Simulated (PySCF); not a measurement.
Compound: C2H5O2S (doublet state).
Cartesian coordinates in Å at the GFN2-xTB level; atoms count from 1:
```xyz
10
C2H5O2S angstrom
C      2.0036    0.1189    0.4756
O      0.9814    0.8406    0.4600
S     -0.7135    0.0907    1.2947
C     -1.5840    0.1640   -0.3163
O     -0.3290   -1.2975    1.4914
H      2.8693    0.3961    1.0729
H      2.0273   -0.8486   -0.0217
H     -1.0967   -0.5114   -1.0104
H     -2.6171   -0.1343   -0.1678
H     -1.5326    1.1861   -0.6721
```

The hyperfine couplings belong to this conformer and change with its torsions.

As a line formula: `[CH2]O[S@@](C)=O` [radical].

Level of theory: UKS B3LYP, pcH-1 on C H O S, non-relativistic, mean-field spin-orbit, GIAO (PySCF). Geometry: GFN2-xTB, one conformer, isolated molecule. A GFN2-xTB geometry isn't a minimum of the functional, and hyperfine couplings can be far from their values at a DFT geometry. The SCF solution wasn't tested for stability.

(1) Where do the isotropic ENDOR lines of H7, H6 and H8/H9/H10 fall at 3342.2 mT, to first order?

(2) Which pairs are centred on the nuclear Larmor frequency, and which on half the coupling?

(3) At what field would the lower line of H6 fall to zero frequency?

Results:

(1) For S = 1/2 in fast tumbling each set of equivalent nuclei gives two lines, ν± = |νn ± a/2| to first order, with νn = g_N μN B/h and μN/h = 7.62259 MHz/T.

```tsv
nuclei	isotope	g_N	νn (MHz)	a_iso (MHz)	lower line (MHz)	upper line (MHz)
H7	1H	5.5857	142.30	-31.58	126.51	158.09
H6	1H	5.5857	142.30	-14.71	134.95	149.66
H8/H9/H10	1H	5.5857	142.30	12.40	136.10	148.50
```

(2) Centred on νn, since |a| < 2νn: H7, H6 and H8/H9/H10. No pair has |a| > 2νn.

(3) Where νn = |a|/2, that is B = 7.36 MHz/(5.5857 × 7.62259 MHz/T) = 173 mT, as far as first order holds there.

Means are taken over nuclei equivalent by connectivity, which assumes that they swap fast. H6 and H7 aren't averaged: C1 is flat or nearly so (angle sum 360°), and its turn about the short C1–O2 bond (1.25 Å) is taken as slow. The three 1H nuclei of mean +12.4 MHz run from 2.7 to 23.7 MHz in the frozen geometry.

The run took 26 s (grids of density and orbitals included) on one thread, Arm Neoverse V2 (aarch64), on a shared host, and the process peaked at 0.70 GiB of memory.
